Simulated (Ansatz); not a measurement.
The input, for Ansatz 0.2.0:

```yaml
crystal:
  periodic: [false, false, false]
  atoms:
    - {symbol: Ga, position_ang: [0.000000, 0.000000, -0.045446]}
    - {symbol: H, position_ang: [0.000000, 1.173225, 1.571839]}
    - {symbol: H, position_ang: [0.000000, -1.173225, 1.571839]}
basis:
  gaussian: {orbitals: def2-SVPD}
total_charge: 1
magnetization: {spin_polarized: false, initial_magnetization: 2}
correlation: {method: sc_nevpt2, electrons: outside_noble_gas, active_space: {window: {electrons: 2, orbitals: 4}, states: [{multiplicity: 3, weights: [1, 0.5]}], root: 0}}
scf: {lower_state_search: light}
output: {forces: true}
```

```sh
$ ansatz run in.yaml --threads 1 --pin off --events-out ev --progress --plain --max-ram 2393MiB
```

Log:

```
884 factors; integrals over basis functions are off by at most 1.9e-7 eV
mean field evaluation 1: about -52347.7257 eV, gradient 5.3e0 eV
mean field evaluation 2: about -52347.7266 eV, gradient 5.3e0 eV
mean field evaluation 4: about -52348.1236 eV, gradient 9.1e-1 eV
mean field evaluation 8: about -52348.1834 eV, gradient 4.1e-1 eV
mean field evaluation 16: about -52348.1930 eV, gradient 2.8e-6 eV
mean field -52348.19297346 eV, -1923.7606088950 hartree, gradient 2.8e-6 eV, S^2 2.000000; 0 other end points of the search recorded, 0 dependent functions left out
reference -52348.19297346 eV, -1923.7606088950 hartree; 17, 15 occupied and 37, 39 virtual orbitals, 884 factors
state -52348.00654092 eV, -1923.7537576254 hartree
state -52343.57209968 eV, -1923.5907949157 hartree
state -52348.00654092 eV, -1923.7537576254 hartree; corrected -52349.41499472 eV, -1923.8055173479 hartree
state -52343.57209968 eV, -1923.5907949157 hartree; corrected -52345.12251823 eV, -1923.6477717467 hartree
the calculation of the forces begins
WARN: the results are in doubt because the forces break the atoms' symmetry
Total energy: -52349.41499472 eV, -1923.8055173479 hartree
Atom 0 at     0.000000     0.000000    -0.045446 Å, force    -0.000000    -0.988360     0.966436 eV/Å
Atom 1 at     0.000000     1.173225     1.571839 Å, force     0.000000     0.167737     0.198007 eV/Å
Atom 2 at     0.000000    -1.173225     1.571839 Å, force     0.000000     0.820623    -1.164442 eV/Å
Dipole moment:     0.000000     0.060183     0.148170 e Å
In doubt: the forces break the atoms' symmetry
```

Natural occupations, averaged over the states: 0.9991 0.6674 0.3326 0.0009.

Ran on 1 thread of Arm Neoverse V2, shared host: 4.6 s wall, 0.22 GiB peak host memory.
